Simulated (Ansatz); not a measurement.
# One molecule, several partners

NH₃ beside different partners, each pair relaxed from a docking trial to one local arrangement, named by its closest contact against the van der Waals radii; a more strongly bound one may exist. Pairs that react, share a proton or have a doubtful reference are left out. Counterpoise interaction energies from the frozen fragments; negative means bound. Gas-phase electronic energies, without zero-point energy, by CCSD(T) at an estimated basis limit (MP2 extrapolated from triple and quadruple zeta, plus CCSD(T) − MP2 in triple zeta); Ansatz 0.2.0, def2-TZVPPD and QZVPPD, frozen cores, on PBE0-D4/def2-TZVP structures. Extrapolation: Hartree–Fock as exp(−7.88 √X), correlation as X^−2.97.

```json
{"partner": "HCl", "closest contact, atom of NH₃ first (Å)": "N···H 1.66", "Hartree–Fock limit (kJ/mol)": "-24.5", "interaction energy (kJ/mol)": "?"}
{"partner": "CH₄S (SMILES CS)", "closest contact, atom of NH₃ first (Å)": "N···H 2.55", "Hartree–Fock limit (kJ/mol)": "-2.9", "interaction energy (kJ/mol)": "-12.0"}
{"partner": "SO₂", "closest contact, atom of NH₃ first (Å)": "N···S 2.52", "Hartree–Fock limit (kJ/mol)": "-16.3", "interaction energy (kJ/mol)": "-21.8"}
{"partner": "CO", "closest contact, atom of NH₃ first (Å)": "N···C 3.12", "Hartree–Fock limit (kJ/mol)": "0.3", "interaction energy (kJ/mol)": "-3.4"}
{"partner": "H₂S", "closest contact, atom of NH₃ first (Å)": "N···H 2.11", "Hartree–Fock limit (kJ/mol)": "-3.4", "interaction energy (kJ/mol)": "-14.2"}
{"partner": "SiH₄O (SMILES [SiH3]O)", "closest contact, atom of NH₃ first (Å)": "N···H 1.81", "Hartree–Fock limit (kJ/mol)": "-25.6", "interaction energy (kJ/mol)": "-38.7"}
```

Task: What is the interaction energy with HCl? (An estimate is asked for; the value comes from the calculation.)

Result: Computed: -40.6 kJ/mol. It counts from the two fragments frozen as in the pair.

No T1 diagnostic of these runs exceeds 0.022. The restricted Hartree–Fock reference is unstable towards an unrestricted one at one or more of these structures.

For scale, one of the runs: CCSD(T)/def2-TZVPPD, 244 basis functions, launched by `ansatz run in.yaml --threads 4 --pin off --events-out ev --progress --plain --max-ram 9574MiB`. The run took 87 s on 4 CPU threads of an Arm Neoverse V1 (shared host), with 4.8 GiB of host memory at its peak.
